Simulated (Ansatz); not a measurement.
Two isomers of C3H8N2: A = `CNC(C)=N`, B = `C=C(N)CN`.

Computed with Ansatz on PBE0-D4/def2-TZVP structures; ΔE is electronic, products minus reactants. CCSD(T)/CBS adds triple-zeta CCSD(T) − MP2 to the extrapolated MP2 energy (def2 sets, frozen cores). DFT in def2-TZVPP. B3LYP here is the variant with VWN-RPA as its local correlation; programs differ in this. One conformer a species, not always the lowest.

(1) Which is lower in electronic energy at CCSD(T)/CBS, and by how much? (An estimate is asked.)

(2) Give E(B) − E(A) in kJ/mol with MP2/def2-TZVPP, B3LYP-D4, CCSD(T)/def2-TZVPP, r2SCAN-D4, ωB97M-V, PBE0-D4, B3LYP. (Estimate.)

Largest T1 diagnostic: 0.012.

## Answers

(1) Ansatz gave: A, by 34.3 kJ/mol.

(2) The calculation gave: MP2/def2-TZVPP 36.6, B3LYP-D4 39.3, CCSD(T)/def2-TZVPP 36.7, r2SCAN-D4 41.4, ωB97M-V 36.7, PBE0-D4 37.5, B3LYP 40.4. None reverses the order clearly.

In def2-TZVPP, CCSD(T) changes the Hartree–Fock value by −7.0 kJ/mol (the triples alone add +0.3 kJ/mol) and MP2 by −7.1 kJ/mol.
